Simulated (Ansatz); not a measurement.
Input file:

```yaml
crystal:
  periodic: [false, false, false]
  atoms:
    - {symbol: C, position_ang: [0.000000, 0.000000, 0.000000]}
    - {symbol: F, position_ang: [0.000000, 0.000000, 1.625000]}
basis:
  gaussian: {orbitals: 6-31G}
magnetization: {spin_polarized: true, initial_magnetization: 3}
correlation: {method: ccsdtq, electrons: outside_noble_gas}
```

```sh
$ ansatz run in.yaml --threads 1 --pin off --events-out ev --progress --plain --max-ram 2393MiB
```

Problem. Roughly how long does this take on 1 thread of Arm Neoverse V2, shared host, and how much host memory?

Solution. 43 s wall and 0.48 GiB.

```
343 factors; integrals over basis functions are off by at most 2.8e-8 eV
mean field evaluation 1: about -3727.3674 eV, gradient 1.0e1 eV
mean field evaluation 2: about -3727.3777 eV, gradient 1.0e1 eV
mean field evaluation 4: about -3728.6288 eV, gradient 2.1e0 eV
mean field evaluation 8: about -3728.7404 eV, gradient 2.3e-1 eV
mean field evaluation 16: about -3727.3674 eV, gradient 1.0e1 eV
mean field evaluation 32: about -3727.4370 eV, gradient 7.2e-1 eV
mean field evaluation 64: about -3727.4123 eV, gradient 3.6e-3 eV
mean field evaluation 96: about -3727.4122 eV, gradient 1.5e-2 eV
mean field evaluation 128: about -3718.8528 eV, gradient 7.3e0 eV
mean field evaluation 160: about -3726.6947 eV, gradient 2.0e1 eV
...
cycle  14  -4.69654173 eV  change   -3.2e-5 eV  update   6.5e-5
cycle  15  -4.69658463 eV  change   -4.3e-5 eV  update   4.4e-5
cycle  16  -4.69662916 eV  change   -4.5e-5 eV  update   3.0e-5
cycle  17  -4.69663952 eV  change   -1.0e-5 eV  update   1.5e-5
cycle  18  -4.69664223 eV  change   -2.7e-6 eV  update   9.2e-6
cycle  19  -4.69663900 eV  change    3.2e-6 eV  update   7.6e-6
cycle  20  -4.69663438 eV  change    4.6e-6 eV  update   3.1e-6
cycle  21  -4.69663257 eV  change    1.8e-6 eV  update   1.6e-6
cycle  22  -4.69663187 eV  change    7.0e-7 eV  update   8.1e-7
cycle  23  -4.69663157 eV  change    3.0e-7 eV  update   3.6e-7
Total energy: -3733.44112727 eV, -137.2014308099 hartree
```

For the same geometry and basis full CI lies 0.4 meV higher.
